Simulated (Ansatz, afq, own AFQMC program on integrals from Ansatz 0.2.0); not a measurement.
## Breaking P2–P1 in P₂H₄, singlet

| atom | x (Å) | y (Å) | z (Å) |
| --- | --- | --- | --- |
| P | 0.3677 | -1.0579 | -0.0828 |
| P | -0.3679 | 1.0582 | 0.0790 |
| H | -0.4999 | -1.5307 | 0.9515 |
| H | -0.5751 | -1.4009 | -1.1025 |
| H | 0.5053 | 1.5335 | -0.9496 |
| H | 0.5698 | 1.3978 | 1.1044 |

Products: PH2 (doublet; PH2) and PH₂ (doublet), each relaxed with PBE0/def2-SVP like the molecule; electronic energies without zero-point terms. Determinants: RHF, UHF and UHF in that order.

Basis def2-TZVP. Noble-gas cores (and the filled d shells of Ga–Kr and In–Xe) are frozen. Ansatz 0.2.0 and our own AFQMC program on the same integrals; the CISD trial comes from CCSD amplitudes, and released means the phaseless constraint is let go. Uncertainties: one standard error, sampling alone. The errors of all members are added in quadrature.

No full CI on the walks' own integrals is used here; CCSDT(Q) serves as the reference and is uncertain by about the last step of the cluster series. Each member takes its own surest rung, up to full CI.

The best estimate is CCSD(T) at the basis-set limit (CBS: def2-TZVPP and def2-QZVPP, with their diffuse functions for anions and beside diffuse sets, CCSD(T) itself extrapolated) plus the step from CCSD(T) to CCSDT(Q) in def2-TZVP. Rows without CBS are in def2-TZVP; B2PLYP and the wave-function rows carry a basis error of their own. Core correlation and relativity beyond core potentials are missing, and ± holds the sampling alone.

Best estimate: 61.5 kcal/mol.

| level | bond energy (kcal/mol) | error against the best estimate (kcal/mol) |
| --- | --- | --- |
| HF | 32.7 | -28.8 |
| MP2 | 60.5 | -1.0 |
| CCSD | 54.5 | -7.0 |
| CCSD(T) | 57.2 | -4.3 |
| CCSDT | 57.0 | -4.5 |
| CCSDT(Q) | 57.3 | -4.2 |
| ph-AFQMC/CISD | 57.2 ± 0.1 | -4.3 ± 0.1 |
| released AFQMC | 57.4 ± 0.2 | -4.1 ± 0.2 |
| HF/CBS | 32.4 | -29.1 |
| MP2/CBS | 64.9 | 3.4 |
| CCSD(T)/CBS | 61.5 | 0.0 |
| PBE | 61.6 | 0.1 |
| r2SCAN | 57.8 | -3.7 |
| PBE0 | 59.8 | -1.7 |
| B3LYP | 55.7 | -5.8 |
| wB97M-V | 62.6 | 1.1 |
| B2PLYP | 57.3 | -4.2 |

Correlation beyond CCSD(T) changes it by less than 2 meV. Going to the basis-set limit adds 4.2 kcal/mol at CCSD(T). The perturbative (T) step is worth +2.7 kcal/mol. The functionals spread over 6.9 kcal/mol; PBE comes nearest and B3LYP is 5.8 kcal/mol too low.

Best estimates are given only where the step beyond CCSD(T) is under 0.3 eV and no member's determinant is very poor (T1 over 0.05, or 0.07 for open shells, ⟨S²⟩ too high by 0.3, two states mixed), so the hardest cases are missing from such tables.

The functionals ran in a triple-zeta set and keep a basis error of their own, a few kJ/mol for each bond in atomization energies and more for double hybrids, so close places among them and the extrapolated levels can swap.

CCSDT and higher add their correlation energy to the determinant of the CCSD(T) run, since their own runs factorise the integrals more tightly (a shift of under 2 meV). Each member of a difference takes its own highest rung, so a best estimate needn't equal the limit plus the step of one row. A walk keeps the symmetry of its determinant, which the program's search chose and which needn't be the lowest solution, so a lower state of the same spin and another symmetry isn't excluded. Released energies are given only where the last usable release times agree within the noise; a slower fall can still hide under it.
